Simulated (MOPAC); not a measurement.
Input for MOPAC: PM7 on CH6O2 (a complex).

```
PM7 1SCF PRECISE CHARGE=0 THREADS=1
CH6O2

O     -2.63715898 1     0.08435036 1     0.07753922 1
H     -3.05383598 1     0.88322336 1     0.40330922 1
H     -1.70813198 1     0.19510736 1     0.31848822 1
O      1.22693702 1     0.17318936 1     0.54162022 1
H      1.59492002 1    -0.39888764 1     1.21914822 1
C      1.69194202 1    -0.29844064 1    -0.72053878 1
H      1.26112502 1     0.35265336 1    -1.47365278 1
H      2.77790602 1    -0.24764764 1    -0.79485078 1
H      1.36359902 1    -1.31830964 1    -0.91961978 1
```

It printed:

```
*******************************************************************************
 **                                                                           **
 **                              MOPAC v23.2.5                                **
 **                                                                           **
 *******************************************************************************
 ** MOPAC's Digital Object Identifier: https://doi.org/10.5281/zenodo.6511958 **
 **                                                                           **
 ** Please cite the open-source release paper for use of this MOPAC version:  **
 ** J. E. Moussa and J. J. P. Stewart (2026)                                  **
 ** MOPAC: An open-source semiempirical molecular orbital program             **
 ** J. Open Source Softw., 11(119), 8025, https://doi.org/10.21105/joss.08025 **
 *******************************************************************************

                              PM7 CALCULATION RESULTS

 *******************************************************************************
 *  PM7        - The PM7 Hamiltonian to be used
 *
 *
 *
 *                 CHARGE ON SYSTEM = 0
 *
 *
 *
 *  PRECISE    - TIGHTER CRITERIA TO BE USED
 *  1SCF       - DO 1 SCF AND THEN STOP
 *  THREADS=1  - MULTI-THREADING NOT USED
 *  T=         - A TIME OF 172800.0 SECONDS REQUESTED
 *  DUMP=N     - RESTART FILE WRITTEN EVERY 7200.0 SECONDS REQUESTED
 *******************************************************************************
PM7 1SCF PRECISE CHARGE=0 THREADS=1
 CH6O2

   ATOM   CHEMICAL          X               Y               Z
  NUMBER   SYMBOL      (ANGSTROMS)     (ANGSTROMS)     (ANGSTROMS)

     1       O         -2.63715898  *   0.08435036  *   0.07753922  *
     2       H         -3.05383598  *   0.88322336  *   0.40330922  *
     3       H         -1.70813198  *   0.19510736  *   0.31848822  *
     4       O          1.22693702  *   0.17318936  *   0.54162022  *
     5       H          1.59492002  *  -0.39888764  *   1.21914822  *
     6       C          1.69194202  *  -0.29844064  *  -0.72053878  *
     7       H          1.26112502  *   0.35265336  *  -1.47365278  *
     8       H          2.77790602  *  -0.24764764  *  -0.79485078  *
     9       H          1.36359902  *  -1.31830964  *  -0.91961978  *



          CARTESIAN COORDINATES

    NO.       ATOM           X           Y           Z

     1         O         -2.6372      0.0844      0.0775
     2         H         -3.0538      0.8832      0.4033
     3         H         -1.7081      0.1951      0.3185
     4         O          1.2269      0.1732      0.5416
     5         H          1.5949     -0.3989      1.2191
     6         C          1.6919     -0.2984     -0.7205
     7         H          1.2611      0.3527     -1.4737
     8         H          2.7779     -0.2476     -0.7949
     9         H          1.3636     -1.3183     -0.9196

 General Reference for PM7:
 "Optimization of Parameters for Semiempirical Methods VI: More Modifications to the
 NDDO Approximations and Re-optimization of Parameters", J. J. P. Stewart, J. Mol. Mod., 1:32, 19 (2013)
 https://link.springer.com/article/10.1007/s00894-012-1667-x

           Empirical Formula: C H6 O2  =     9 atoms



      MOLECULAR POINT GROUP   :   C1


      RHF CALCULATION, NO. OF DOUBLY OCCUPIED LEVELS = 11


 -------------------------------------------------------------------------------
 PM7 1SCF PRECISE CHARGE=0 THREADS=1
 CH6O2



     1SCF WAS SPECIFIED, SO BFGS WAS NOT USED
     SCF FIELD WAS ACHIEVED


                              PM7 CALCULATION
                                                       MOPAC v23.2.5 Linux




          FINAL HEAT OF FORMATION =       -109.01251 KCAL/MOL =    -456.10832 KJ/MOL


          COSMO AREA              =        104.79 SQUARE ANGSTROMS
          COSMO VOLUME            =         77.50 CUBIC ANGSTROMS

          IONIZATION POTENTIAL    =         10.990022 EV
          HOMO LUMO ENERGIES (EV) =        -10.990  2.690
          NO. OF FILLED LEVELS    =         11
          MOLECULAR WEIGHT        =         50.0572         POINT GROUP:  C1

          MOLECULAR DIMENSIONS (Angstroms)

            Atom       Atom       Distance
            H     8    H     2     6.06001
            H     5    H     7     2.81467
            O     4    H     9     1.71966


          SCF CALCULATIONS        =          1





   ATOM   CHEMICAL          X               Y               Z
  NUMBER   SYMBOL      (ANGSTROMS)     (ANGSTROMS)     (ANGSTROMS)

     1       O         -2.63715898  *   0.08435036  *   0.07753922  *
     2       H         -3.05383598  *   0.88322336  *   0.40330922  *
     3       H         -1.70813198  *   0.19510736  *   0.31848822  *
     4       O          1.22693702  *   0.17318936  *   0.54162022  *
     5       H          1.59492002  *  -0.39888764  *   1.21914822  *
     6       C          1.69194202  *  -0.29844064  *  -0.72053878  *
     7       H          1.26112502  *   0.35265336  *  -1.47365278  *
     8       H          2.77790602  *  -0.24764764  *  -0.79485078  *
     9       H          1.36359902  *  -1.31830964  *  -0.91961978  *

                             CARTESIAN COORDINATES

   1    O       -2.637158980     0.084350360     0.077539220
   2    H       -3.053835980     0.883223360     0.403309220
   3    H       -1.708131980     0.195107360     0.318488220
   4    O        1.226937020     0.173189360     0.541620220
   5    H        1.594920020    -0.398887640     1.219148220
   6    C        1.691942020    -0.298440640    -0.720538780
   7    H        1.261125020     0.352653360    -1.473652780
   8    H        2.777906020    -0.247647640    -0.794850780
   9    H        1.363599020    -1.318309640    -0.919619780


           Empirical Formula: C H6 O2  =     9 atoms



      MOLECULAR POINT GROUP   :   C1


                  EIGENVALUES
 -29.67134 -29.20406 -24.40760 -17.56906 -17.36708 -15.27494 -14.96726 -13.99180
 -12.66092 -11.80336 -10.99002   2.69045   4.36458   5.17022   5.29117   5.76510
   6.16427   6.59269


              NET ATOMIC CHARGES AND DIPOLE CONTRIBUTIONS

  ATOM NO.   TYPE          CHARGE      No. of ELECS.   s-Pop       p-Pop
    1          O          -0.654132        6.6541     1.82072     4.83341
    2          H           0.320849        0.6792     0.67915
    3          H           0.333156        0.6668     0.66684
    4          O          -0.524716        6.5247     1.85134     4.67337
    5          H           0.305391        0.6946     0.69461
    6          C          -0.165337        4.1653     1.07094     3.09440
    7          H           0.144291        0.8557     0.85571
    8          H           0.119490        0.8805     0.88051
    9          H           0.121008        0.8790     0.87899
 DIPOLE           X         Y         Z       TOTAL
 POINT-CHG.     2.011    -0.040    -0.129     2.015
 HYBRID         0.183     0.145     0.492     0.545
 SUM            2.193     0.105     0.363     2.226


          ATOMIC ORBITAL ELECTRON POPULATIONS

     Atom    s        px        py        pz
    1  O   1.82072   1.40326   1.55225   1.87791
    2  H   0.67915
    3  H   0.66684
    4  O   1.85134   1.77820   1.62105   1.27412
    5  H   0.69461
    6  C   1.07094   1.10728   1.11593   0.87119
    7  H   0.85571
    8  H   0.88051
    9  H   0.87899

 **********************
 *                    *
 * JOB ENDED NORMALLY *
 *                    *
 **********************




 == MOPAC DONE ==
```

The run finished.

Cost: around 0.010 core-seconds (rough).
